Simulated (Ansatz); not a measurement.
# Si₂H₄O: one structure at several levels

An exercise on one series of results from a longer session: the logs are not shown, and one member is left open.

Program: Ansatz 0.2.0, Gaussian basis. Level of theory: single points in def2-TZVPP. These are calculated values, not measurements.

Cores are frozen in the correlated methods.

## The system as given

7 atoms, charge 0, spin multiplicity 1.

Atoms are counted from 1 here; the program's logs count them from 0.

Bond lengths: O1–Si2 1.640 Å, O1–H4 1.196 Å, Si2–Si3 2.102 Å, Si2–H5 1.521 Å, Si3–H6 1.571 Å, Si3–H7 1.365 Å. Angles: Si2–O1–H4 120.7°, O1–Si2–Si3 115.7°, O1–Si2–H5 106.7°, Si3–Si2–H5 122.5°, Si2–Si3–H6 113.1°, Si2–Si3–H7 118.8°, H6–Si3–H7 96.7°.

As a file:

```xyz
7

O    -1.3710   -0.9983   -0.7727
Si   -0.4056    0.3045   -0.5278
Si    1.1858    0.0217    0.8162
H    -2.5095   -0.9912   -0.4077
H    -1.3174    1.5207   -0.4700
H     2.3231    1.0936    0.6598
H     1.9813   -1.0778    0.6714
```

The first run:

Contents of run/in.yaml:

```yaml
crystal:
  periodic: [false, false, false]
  atoms:
    - {symbol: O, position_ang: [-1.371000, -0.998300, -0.772700]}
    - {symbol: Si, position_ang: [-0.405600, 0.304500, -0.527800]}
    - {symbol: Si, position_ang: [1.185800, 0.021700, 0.816200]}
    - {symbol: H, position_ang: [-2.509500, -0.991200, -0.407700]}
    - {symbol: H, position_ang: [-1.317400, 1.520700, -0.470000]}
    - {symbol: H, position_ang: [2.323100, 1.093600, 0.659800]}
    - {symbol: H, position_ang: [1.981300, -1.077800, 0.671400]}
basis:
  gaussian: {orbitals: def2-TZVPP}
correlation: {method: ccsd_t}
output: {forces: true}
```

No record of the launch command was kept for these runs.

Among the steps run: CCSD(T)/def2-TZVPP; PBE0-D4/def2-TZVPP; wB97M-V/def2-TZVPP; r2SCAN-D4/def2-TZVPP; PBE-D4/def2-TZVPP; HSE06-D4/def2-TZVPP; LC-wPBE/def2-TZVPP.

One of the session's tables, all rows but one given; the rest of the session is left out.

```
   method  RMS force component (eV/Å)  angle to CCSD(T) forces (°)  dipole (D)
  CCSD(T)                       2.175                    reference        2.18
  PBE0-D4                           ?                            ?           ?
  wB97M-V                       2.145                          4.0        2.33
r2SCAN-D4                       2.096                          2.9        2.21
   PBE-D4                       2.025                          5.1        2.14
 HSE06-D4                       2.147                          3.8        2.23
  LC-wPBE                       2.194                          7.0        2.40
```

**Question.** Estimate the row for PBE0-D4.

The run gave: RMS force component (eV/Å): 2.147; angle to CCSD(T) forces (°): 4.0; dipole (D): 2.24.
